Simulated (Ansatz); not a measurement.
NH₃ beside C₂H₆: one fragment in the basis of the whole pair (the partner's atoms are ghosts).

in.yaml

```yaml
crystal:
  periodic: [false, false, false]
  atoms:
    - {symbol: N, position_ang: [-0.041129, -0.147376, -2.334607]}
    - {symbol: H, position_ang: [-0.791275, 0.229530, -2.900658]}
    - {symbol: H, position_ang: [0.606456, -0.605941, -2.963484]}
    - {symbol: H, position_ang: [-0.444478, -0.865836, -1.745639]}
basis:
  gaussian:
    orbitals: "def2-TZVPPD.json"
    ghost_atoms:
      - {symbol: C, position_ang: [0.486696, 0.810219, 1.126988]}
      - {symbol: C, position_ang: [-0.316053, -0.458119, 1.358799]}
      - {symbol: H, position_ang: [0.631164, 0.987145, 0.059048]}
      - {symbol: H, position_ang: [-0.020241, 1.681837, 1.548818]}
      - {symbol: H, position_ang: [1.471863, 0.746194, 1.596001]}
      - {symbol: H, position_ang: [-0.472550, -0.651828, 2.423067]}
      - {symbol: H, position_ang: [0.192052, -1.331415, 0.940613]}
      - {symbol: H, position_ang: [-1.302406, -0.394509, 0.891155]}
hamiltonian: {xc: {name: B2PLYP}}
```

The basis file named in the input lies beside it (Basis Set Exchange, JSON).

Run by:

```bash
ansatz run in.yaml --threads 4 --pin off --events-out ev --progress --plain --max-ram 9574MiB
```

What Ansatz 0.2.0 printed:

```
Functional definition: B2PLYP
  name "B2PLYP"
  cite "Grimme, J. Chem. Phys. 124, 034108 (2006) doi:10.1063/1.2148954"
  cite "Becke, Phys. Rev. A 38, 3098 (1988) doi:10.1103/PhysRevA.38.3098"
  cite "Lee, Yang & Parr, Phys. Rev. B 37, 785 (1988) doi:10.1103/PhysRevB.37.785"
  parameter a = 0.53
  parameter c = 0.27
  exchange = (1 - a)*b88_x + a*exact_x
  correlation = (1 - c)*lyp_c + c*(mp2_os + mp2_ss)
1482 factors; integrals over basis functions are off by at most 1.0e-3 eV
mean field evaluation 1: about -1532.7208 eV, gradient 4.5e1 eV
mean field evaluation 2: about -1532.7212 eV, gradient 4.5e1 eV
mean field evaluation 4: about -1536.4122 eV, gradient 1.5e0 eV
mean field evaluation 8: about -1536.4182 eV, gradient 1.8e-2 eV
mean field evaluation 16: about -1536.4182 eV, gradient 2.3e-6 eV
mean field -1536.41820396 eV, -56.4623275739 hartree, gradient 2.3e-6 eV, S^2 0.000000; 0 other end points of the search recorded, 0 dependent functions left out
1 core orbitals not correlated: weight in the atoms' cores, before any rotation towards them, 1.000 or more for the frozen orbitals, at most 0.000 for the correlated occupied ones
reference -1536.41832277 eV, -56.4623319401 hartree; 4, 4 occupied and 259, 259 virtual orbitals, 1482 factors
second order -7.70217932 eV of doubles, -0.00000000 eV of singles
Total energy: -1538.49791119 eV, -56.5387554048 hartree
```

The lines “mean field evaluation” count trial sets of orbitals through the whole run, from several starts and some on an approximate energy, so they need not fall steadily or lie above the final value.

Time: 3.1 s of wall clock on 4 CPU threads of an Arm Neoverse V1; the host was shared. Peak host memory: 0.65 GiB.
